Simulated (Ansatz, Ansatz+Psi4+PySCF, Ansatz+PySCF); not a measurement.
```xyz
4

N     0.0000    0.0000    0.0000
H     0.1273   -0.3931    0.9255
H    -0.9192    0.3438   -0.2532
O     0.9747    0.0607   -0.8275
```

Basis set: cc-pVTZ (spherical functions). Correlated methods keep 2 orbitals frozen. Correlation on ROHF uses semicanonical orbitals with singles. Charge 0, multiplicity 2.

Computed with Ansatz (development build ahead of 0.2.0); each method stands on the lowest determinant of its kind that the runs found.

Problem. Give the atomization energy at this shape (free ground-state atoms in the same class of orbitals less the molecule, no zero-point energy) of doublet H2NO by ROHF-MP2, UHF-MP2.

Solution.

```
  method  atomization energy
ROHF-MP2       1109.1 kJ/mol
 UHF-MP2       1103.1 kJ/mol
```
